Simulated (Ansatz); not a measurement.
# What each rung costs, and what it gives

Saddle point of SiNH5F, doublet (SiH₃F ([F][SiH3]) + NH₂ → SiH₂F ([F][SiH2]) + NH₃; bonds formed: H1–N4; bonds broken: H1–Si2), PBE0-D4/def2-TZVP structure:

```xyz
8
angstrom
H 0.4415 -0.0445 0.3291
Si -0.8049 0.8730 0.0191
F -1.3117 0.5267 -1.4621
N 1.4991 -1.1625 0.3306
H -0.4318 2.3092 0.0556
H -1.9153 0.5890 0.9631
H 0.8436 -1.9430 0.4438
H 1.6795 -1.1479 -0.6792
```

Barriers are electronic and count from the start structure reached by relaxing down the imaginary mode. Spin–orbit coupling is left out.

Program: Ansatz 0.2.0. Basis: as named in each row. Cores are frozen in the correlated methods; orbitals are unrestricted. B3LYP uses VWN-RPA correlation. Extrapolation: Hartree–Fock as exp(−7.88 √X), correlation as X^−2.97.

Times are rough, for one single point on 4 threads of a shared host (Intel Xeon 6975P-C).

The estimate by CCSD(T) at an estimated basis limit (MP2 extrapolated from triple and quadruple zeta, plus CCSD(T) − MP2 in triple zeta) is 8.82 kcal/mol.

```tsv
method	basis	time (s)	barrier (kcal/mol)	method less estimate
HF	STO-3G	under 1	19.95	11.13
PBE-D4	STO-3G	under 1	-5.28	-14.10
SPW92	def2-SVP	under 1	-5.32	-14.14
B3LYP-D4	6-31G	under 1	5.75	-3.07
PBE-D4	def2-SVP	under 1	0.98	-7.84
SPW92	def2-TZVPP	under 1	-6.42	-15.24
PBE0-D4	def2-SVP	under 1	6.12	-2.70
PBE-D4	def2-TZVPP	under 1	-0.19	-9.01
BLYP-D4	def2-TZVPP	1	1.81	-7.01
B3LYP-D4	def2-TZVPP	1	5.31	-3.51
PBE0-D4	def2-TZVPP	1	4.72	-4.10
BHLYP-D4	def2-TZVPP	1	10.42	1.60
CAM-B3LYP-D4	def2-TZVPP	1	6.98	-1.84
r2SCAN-D4	def2-TZVPP	2	4.49	-4.33
PBE-QIDH	def2-TZVPP	2	8.56	-0.26
RPA on PBE	def2-TZVPP	2	10.45	1.63
r2SCAN0-D4	def2-TZVPP	2	7.46	-1.36
B2PLYP	def2-TZVPP	2	7.49	-1.33
wB97M-V	def2-SVP	2	9.48	0.66
CCSD(T)	def2-SVP	2	12.87	4.05
B97M-V	def2-TZVPP	3	5.70	-3.12
wB97X-V	def2-TZVPP	3	7.81	-1.01
wB97M-V	def2-TZVPP	3	8.44	-0.39
MP2	def2-QZVPP	6	10.13	1.31
CCSD(T)	def2-TZVPP	26	9.48	0.66
```

All methods are single points on the PBE0-D4 structures; a negative value means that the method puts the saddle structure below the start.

The T1 diagnostic stays at or below 0.018. ⟨S²⟩ of the unrestricted Hartree–Fock references: 0.75 to 0.77 (a pure state has 0.75).

Radical steps of this kind take place in plasma deposition and etching.

Labels in which every atom is bracketed show which atoms are joined, not bond orders.
